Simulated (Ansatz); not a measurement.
A rate constant, worked out

An elementary step of C$_{2}$H$_{4}$Cl, doublet (C₂H₄Cl ([CH2][CH2][Cl]) → C₂H₄Cl ([CH2][CH2][Cl]); Cl–C broken or loosened, Cl–C formed or tightened). The start structure is the reactant molecule, and the electronic barrier above it is 0.487 eV by CCSD(T) at an estimated basis limit (MP2 extrapolated from triple and quadruple zeta, plus CCSD(T) − MP2 in triple zeta). Ansatz 0.2.0; basis: def2-TZVPP and def2-QZVPP; cores frozen in the correlated methods; orbitals are unrestricted. Extrapolation: Hartree–Fock as exp(−7.88 √X), correlation as X^−2.97. Harmonic wavenumbers at PBE0-D4/def2-TZVP (Ansatz 0.2.0), in cm⁻¹:

Start: 207, 303, 585, 677, 781, 1060, 1109, 1248, 1256, 1458, 1493, 3110, 3170, 3173, 3280.

Saddle: 184i, 235, 352, 831, 961, 969, 998, 1238, 1355, 1466, 1625, 3174, 3181, 3261, 3286.

Task: Work out the transition-state-theory rate constant at 500 K from these numbers alone (harmonic vibrations; rotation, path degeneracy and anharmonicity left out), and the Wigner tunnelling factor. Use 1 cm⁻¹ = 1.2398 × 10⁻⁴ eV and k_B = 8.617 × 10⁻⁵ eV/K.

Result: Zero-point energies, half the sums: start 22910/2 cm⁻¹ = 1.4202 eV; saddle, real modes only, 22932/2 cm⁻¹ = 1.4216 eV.
Barrier with zero-point energy: 0.487 + 1.4216 − 1.4202 = 0.4884 eV.
k_BT = 0.04309 eV, so the barrier is 11.34 k_BT.
Vibrational partition functions from the zero-point level, ln q = −Σ ln(1 − exp(−hν/k_BT)): start 1.989, saddle 1.518.
k = (k_BT/h) exp(ln q‡ − ln q) exp(−E0/k_BT), with log₁₀(k_BT/h in s⁻¹) = 13.02: log₁₀ k = 13.02 + (-0.471 − 11.34)/2.3026 = 7.89, so k ≈ 8 × 10^(7) s⁻¹.
Wigner factor: 1 + (hν‡/k_BT)²/24 = 1 + (0.53)²/24 = 1.01. A change of 1 kcal/mol (0.043 eV) in the barrier would change k by a factor of 2.7 at this temperature.

T1 diagnostic: at most 0.012. ⟨S²⟩ of the unrestricted Hartree–Fock references: 0.76 to 0.77 (a pure state has 0.75).

Labels in which every atom is bracketed show which atoms are joined, not bond orders.

For scale, one of the runs: CCSD(T)/def2-TZVPP, 160 basis functions, launched by `ansatz run in.yaml --threads 2 --pin off --events-out ev --progress --plain --max-ram 4352MiB`. Time: 43 s of wall clock on 2 CPU threads; the host was shared. Peak host memory: 2.8 GiB.
